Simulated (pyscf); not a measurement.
PySCF, gas phase, ωB97X-D3(BJ)/def2-SVP geometries.

SMILES: CO[Si](OC)(OC)C
```xyz
20

C     -0.9744     2.5687     0.1288
O     -0.4406     1.3825    -0.4087
Si    -0.3716    -0.0648     0.3865
C      0.9330    -0.0413     1.7150
O     -0.0608    -1.2404    -0.7332
C      0.9675    -1.1809    -1.6924
O     -1.8674    -0.3601     1.0248
C     -2.2985    -1.6070     1.5149
H     -1.0219     3.3290    -0.6664
H     -0.3436     2.9673     0.9455
H     -1.9930     2.4087     0.5229
H      0.7151     0.7325     2.4684
H      1.9268     0.1705     1.2891
H      0.9859    -1.0127     2.2322
H      0.9236    -0.2419    -2.2712
H      0.8536    -2.0267    -2.3882
H      1.9675    -1.2552    -1.2249
H     -2.1399    -2.4078     0.7719
H     -3.3746    -1.5471     1.7409
H     -1.7689    -1.8856     2.4454
```

Task: How much does it cost (ΔH, 298 K, ωB97M-D3(BJ)/def2-TZVP) to split H₃C–O–Si(CH₃)(O–CH₃)–O–CH₃ at its C–O bond into CH₃• + H₃C–O–Si(CH₃)(O•)–O–CH₃?

Result: C–O to CH₃• + H₃C–O–Si(CH₃)(O•)–O–CH₃: 92.6 kcal/mol. The 7 functionals that were run give +84.6 (r²SCAN) to +95.4 kcal/mol (M06-2X). H₃C–O–Si(CH₃)(O–CH₃)–O–CH₃ lies 17.0 kcal/mol over its isomer H₃C–CH₂–O–Si(CH₃)(OH)–O–CH₃ (electronic energy, ωB97M-D3(BJ)/def2-TZVP). Other isomers of H₃C–O–Si(CH₃)(O•)–O–CH₃ were not searched in full and may lie lower.
